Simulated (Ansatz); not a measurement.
Results of G0W0@PBE (Ansatz, a first-principles code, plane waves, hard PAW, contour deformation) for rock-salt SrO.

The same calculation (at the measured cell, 17.174 Å³/atom) with different numerical settings; throughout: k mesh 2×2×2:

| run | response cutoff (eV) | empty bands | quasiparticle gap on the mesh (eV) | quasiparticle gap at Γ (eV) | rough time |
|---|---|---|---|---|---|
| 1 | 100 | 143 | 4.075 | 4.682 | 5 core-s |
| 2 | 150 | 263 | 4.219 | 4.848 | 10 core-s |
| 3 | 200 | 405 | 4.322 | 4.937 | 20 core-s |
| 4 | 250 | 566 | 4.381 | 4.981 | 60 core-s |
| 5 | 300 | 745 | 4.427 | 5.012 | 100 core-s |
| 6 | 400 | 1146 | 4.477 | 5.042 | 100 core-s |
| 7 | 500 | 1602 | ___ | ___ | 6 core-min |

Q: What belongs in the gaps?

A: 
- 7, quasiparticle gap on the mesh (eV): 4.501
- 7, quasiparticle gap at Γ (eV): 5.055

In the column quasiparticle gap on the mesh (eV) the first row differs from the last by -0.426 and the next to last by -0.024.

The last row is no converged limit: other settings stay fixed.

Spin–orbit coupling is not included.
